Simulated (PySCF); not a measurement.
A basis-limit estimate, worked out

An elementary step of CH5BO, closed shell (CH₅BO ([CH3][BH][OH]) → CH₃B ([BH][CH2]) + H₂O (still joined by a long B–O bond); bonds formed: O2–H4; bonds broken: C3–H4; bonds weakened to dative contacts: B1–O2). “Start” is the structure reached by relaxing down from the saddle towards the reactants; PBE0-D4/def2-TZVP structures. The saddle:

```csv
atom,x (Å),y (Å),z (Å)
B1,-0.6783,-0.1474,-0.2722
O2,0.3159,-1.3595,-0.2473
C3,0.0847,0.9798,0.2099
H4,0.8260,-0.3013,-0.3421
H5,-1.6717,-0.3262,-0.8980
H6,0.4231,-1.7594,0.6248
H7,-0.1657,2.0046,-0.0436
H8,0.8661,0.9095,0.9685
```

Computed with PySCF 2.14 with density fitting (its default auxiliary sets; JK sets also for MP2 and CCSD(T)) (basis: def2-TZVPP and def2-QZVPP); correlated methods freeze the cores.

Energies in eV:

| quantity | saddle | start |
| --- | --- | --- |
| Hartree–Fock, triple zeta (X = 3) | -3817.34267 | -3821.56518 |
| Hartree–Fock, quadruple zeta (X = 4) | -3817.52692 | -3821.75575 |
| MP2 correlation, X = 3 | -14.95743 | -14.24105 |
| MP2 correlation, X = 4 | -15.97419 | -15.23951 |
| CCSD(T) correlation, X = 3 | -16.21554 | -15.55583 |

(1) Work out the barrier at the basis limit: extrapolate Hartree–Fock as E(X) = E∞ + A exp(−7.88 √X) and the MP2 correlation as E(X) = E∞ + B X^−2.97 (the exponents that Neese and Valeev fitted for def2-TZVPP and QZVPP), then add CCSD(T) − MP2 in triple zeta.

T1 diagnostic: at most 0.014.

Results:

(1) Each step is linear, so take the differences first (saddle − start): Hartree–Fock 4.22251 (X = 3) and 4.22883 (X = 4); MP2 correlation -0.71638 and -0.73468; CCSD(T) correlation -0.65971.
Two points give E∞ = E(4) + w [E(4) − E(3)], with w = 1/(exp(7.88 (2 − √3)) − 1) = 0.1377 for Hartree–Fock and w = 1/((4/3)^2.97 − 1) = 0.7407 for the correlation.
Hartree–Fock: 4.22883 + 0.1377 × 0.00632 = 4.2297 eV.
MP2 correlation: -0.73468 + 0.7407 × (-0.01830) = -0.7482 eV.
CCSD(T) − MP2: -0.65971 − (-0.71638) = 0.0567 eV.
Sum: 4.2297 + (-0.7482) + 0.0567 = 3.5382 eV, or 81.59 kcal/mol. Plain CCSD(T) in triple zeta gives 3.5628 eV, so the larger basis shifts the result by -0.0246 eV.

Labels in which every atom is bracketed show which atoms are joined, not bond orders.

For scale, one of the runs: CCSD(T)/def2-TZVPP, 163 basis functions, launched by `OMP_NUM_THREADS=4 python run.py`. The run took 2.1 min on 4 CPU threads of an Arm Neoverse V2 (shared host), with 1.2 GiB of host memory at its peak.
